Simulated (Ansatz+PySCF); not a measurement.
Values are calculated unless marked as measured or tabulated.
## Ansatz (development build ahead of 0.2.0) run

```yaml
crystal:
  periodic: [false, false, false]
  atoms:
    - { symbol: C, position_ang: [0.0, 0.0, 0.0] }
    - { symbol: F, position_ang: [0.69884, 0.69884, 0.69884] }
    - { symbol: F, position_ang: [0.69884, -0.69884, -0.69884] }
    - { symbol: F, position_ang: [-0.69884, 0.69884, -0.69884] }
    - { symbol: F, position_ang: [-0.69884, -0.69884, 0.69884] }
basis:
  gaussian: { orbitals: def2-SVP }
hamiltonian:
  xc: hf
```

The input is written out in the form of the current development build from the run's settings.

The run gave:

* Converged: yes
* Total energy: -435.25080 hartree
* Spin squared of the determinant: 0.000
